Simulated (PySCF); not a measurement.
Compound: BH₅P₂.
SMILES with atom numbers: `[BH2:1][PH:2][PH2:3]` (hydrogens: H4, H5 on B1; H6 on P2; H7, H8 on P3)

Computed with PySCF 2.14.0, PBE0-D3(BJ)/def2-SVP geometry optimisation, gas phase.

Question: List the bond lengths and angles at this level.

Answer: 
| bond | length (Å) | order |
| --- | --- | --- |
| B1–P2 | 1.847 | single |
| P2–P3 | 2.205 | single |
| B1–H4, B1–H5 | 1.207 | single |
| P2–H6 | 1.418 | single |
| P3–H7, P3–H8 | 1.427 | single |

Bonds in one row agree within 0.01 Å and their mean is given. Orders are formal, as drawn. A selection of angles:
| angle | degrees |
| --- | --- |
| P2–B1–H4 | 119.1 |
| H4–B1–H5 | 121.4 |
| B1–P2–P3 | 111.3 |
| B1–P2–H6 | 106.3 |
| P3–P2–H6 | 102.0 |
| P2–P3–H7 | 96.2 |
| P2–P3–H8 | 96.6 |
| H7–P3–H8 | 93.5 |

B1 (three-coordinate boron) is planar (angles 121.4°, 119.1° and 118.9°, sum 359.4°, 0.06 Å off the plane of its three neighbours). P2 (three-coordinate phosphorus) is pyramidal (angles 111.3°, 106.3° and 102.0°, sum 319.6°, 0.67 Å off the plane of its three neighbours). P3 (three-coordinate phosphorus) is pyramidal (angles 96.6°, 96.2° and 93.5°, sum 286.4°, 0.83 Å off the plane of its three neighbours).

No PBE0-D3(BJ)/def2-SVP frequencies stand behind this structure, so it isn't proved a minimum. The numbers are those of one conformer (H–B1–P2–P3 44° and -145°, B1–P2–P3–H -21° and -115°).
